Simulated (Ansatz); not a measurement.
**CH2BCl (SMILES C=BCl): single points off equilibrium**

The task here is to estimate one member of a computed series from the others.

Method: single points in def2-TZVPP; program: Ansatz 0.2.0, Gaussian basis.

Correlated methods freeze the cores. B3LYP uses VWN-RPA correlation.

## Starting geometry

5 atoms, charge 0, spin multiplicity 1.

Atoms are counted from 1 here; the program's logs count them from 0.

Bond lengths: C1–B2 1.330 Å, C1–H4 1.310 Å, C1–H5 0.870 Å, B2–Cl3 1.481 Å. Angles: B2–C1–H4 110.3°, B2–C1–H5 135.0°, H4–C1–H5 114.6°, C1–B2–Cl3 162.3°.

As a file:

```
C    -0.4179   -0.4445    0.3923
B     0.3628    0.3931   -0.2841
Cl    1.4976    1.2609   -0.6733
H    -1.4423   -0.8037   -0.3406
H    -0.4046   -0.7895    1.1907
```

Set-up of the first run:

Input file run/in.yaml:

```yaml
crystal:
  periodic: [false, false, false]
  atoms:
    - {symbol: C, position_ang: [-0.417900, -0.444500, 0.392300]}
    - {symbol: B, position_ang: [0.362800, 0.393100, -0.284100]}
    - {symbol: Cl, position_ang: [1.497600, 1.260900, -0.673300]}
    - {symbol: H, position_ang: [-1.442300, -0.803700, -0.340600]}
    - {symbol: H, position_ang: [-0.404600, -0.789500, 1.190700]}
basis:
  gaussian: {orbitals: def2-TZVPP}
correlation: {method: ccsd_t}
output: {forces: true}
```

No record of the launch command was kept for these runs.

Steps of the session up to this table: CCSD(T)/def2-TZVPP; PBE0-D4/def2-TZVPP; wB97M-V/def2-TZVPP; r2SCAN-D4/def2-TZVPP; PBE-D4/def2-TZVPP; B97M-V/def2-TZVPP; B3LYP-D4/def2-TZVPP.

One table of the session follows, with a row left open; its other results are not shown here.

| method | RMS force component (eV/Å) | angle to CCSD(T) forces (°) | dipole (D) |
| --- | --- | --- | --- |
| CCSD(T) | 6.482 | reference | 1.58 |
| PBE0-D4 | 6.463 | 1.9 | 1.53 |
| wB97M-V | 6.466 | 1.7 | 1.65 |
| r2SCAN-D4 | ? | ? | ? |
| PBE-D4 | 6.413 | 1.8 | 1.48 |
| B97M-V | 6.373 | 2.1 | 1.57 |
| B3LYP-D4 | 6.393 | 1.7 | 1.55 |

Estimate the missing values for r2SCAN-D4.

As computed: RMS force component (eV/Å): 6.413; angle to CCSD(T) forces (°): 1.8; dipole (D): 1.52.
